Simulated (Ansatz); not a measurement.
Born–Oppenheimer molecular dynamics of C$_{2}$H$_{3}$Si (6 atoms, charge 0, multiplicity 2). It starts at the highest image of a converged band, a first-order saddle point between two minima.

Theory: UKS LDA/def2-SVP (Ansatz 0.2.0).

| Quantity | Value |
| --- | --- |
| ensemble | NVE (velocity Verlet) |
| time step | 0.5 fs |
| steps asked | 200 |
| starting velocities drawn for | 100 K |
| seed | 10779 |

First frame:

```xyz
6
Properties=species:S:1:pos:R:3
C -1.493 -1.020 -0.748
Si -0.245 -0.177 -0.129
C 1.066 0.734 0.534
H -2.321 -1.597 -1.164
H 1.999 0.882 -0.034
H 0.994 1.178 1.541
```

Question: What does the run give?

Answer: The run went to its last step.

| Property | Result |
| --- | --- |
| steps done | 200 |
| time covered | 100 fs |
| mean temperature over the second half | 111 K |
| spread of the potential energy over the second half | 2.4 meV per atom |
| mean potential energy of the second half above the start | -0.9 meV per atom |

The conserved energy stayed within 0.02 meV per atom of its start (net change 0.015 meV per atom), so the integration is sound. A run of 0.1 ps of so small a system gives no equilibrium averages.

Question: What happens to the structure?

Answer: The step under study would form Si2–H6 and break C3–H6. These pairs go: Si2–H6 2.48 → 2.47 Å, C3–H6 1.10 → 1.10 Å. In the last frame they stand as before the step (other bonds may differ from the relaxed reactants and products). It ends as one piece, C2H3Si. Pairs count as bonded within 1.25 times the sum of covalent radii (0.12 Å more for H–H). Another seed would give other details.

Question: How do temperature and energy run in time?

Answer: 
| time (fs) | T (K) | potential energy less start (eV) | conserved less start (meV/atom) |
| --- | --- | --- | --- |
| 0.0 | 100 | 0.000 | 0.00 |
| 5.0 | 77 | 0.012 | 0.00 |
| 10.0 | 49 | 0.026 | 0.01 |
| 15.0 | 48 | 0.027 | 0.01 |
| 20.0 | 68 | 0.016 | 0.00 |
| 25.0 | 82 | 0.009 | 0.00 |
| 30.0 | 67 | 0.017 | 0.00 |
| 35.0 | 50 | 0.026 | 0.01 |
| 40.0 | 61 | 0.020 | 0.01 |
| 45.0 | 78 | 0.011 | 0.01 |
| 50.0 | 81 | 0.010 | 0.01 |
| 55.0 | 68 | 0.016 | 0.01 |
| 60.0 | 66 | 0.018 | 0.01 |
| 65.0 | 96 | 0.002 | 0.01 |
| 70.0 | 130 | -0.015 | 0.01 |
| 75.0 | 136 | -0.018 | 0.01 |
| 80.0 | 126 | -0.013 | 0.01 |
| 85.0 | 115 | -0.008 | 0.01 |
| 90.0 | 122 | -0.011 | 0.01 |
| 95.0 | 141 | -0.021 | 0.01 |
| 100.0 | 143 | -0.022 | 0.01 |

Time of the run: 59 s on 1 thread of AMD EPYC 9R45 96-Core Processor (Zen 5), on a shared host, peak memory 0.12 GiB.
